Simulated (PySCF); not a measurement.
Gas-phase reaction: 3 SiH₂ = Si₂H₅ + SiH

Method: PySCF energies plus ideal-gas RRHO corrections (1 bar). † marks an energy on the PBE0/def2-TZVP geometry and frequencies; other levels use their own. Open shells (unrestricted): Si₂H₅ (multiplicity 2), SiH (multiplicity 2, electronic degeneracy 4); the rest are closed-shell singlets. Spin-orbit splitting is ignored; it lowers the true energy and changes the entropy of SiH. B3LYP is the form with VWN-RPA correlation. Si₂H₅: computed as isolated molecules; such fragments, hydroxides, amides, oligomers or adducts are transient or little studied in the gas. The harmonic model lacks anharmonicity and excited electronic states, which grow with temperature; levels with a mode under 35 cm⁻¹ are left out. Internal rotation in Si₂H₅ is treated as a harmonic vibration of one conformer, which makes the entropy rough.

```tsv
level	ΔE electronic, kJ	ΔH°(298 K), kJ	ΔS°(298 K), J/K	ΔG°(800 K), kJ
B3LYP/def2-TZVP†	-220	-202	-132	-99
M06-2X/def2-TZVP†	-224	-206	-132	-103
PBE/def2-SVP	-254	-237	-131	-134
r2SCAN/def2-TZVP†	-291	-273	-132	-170
LDA/def2-TZVP†	-268	-251	-132	-147
```
ΔH° is lowest at r2SCAN/def2-TZVP† and highest at B3LYP/def2-TZVP†. No reference value is set beside these.
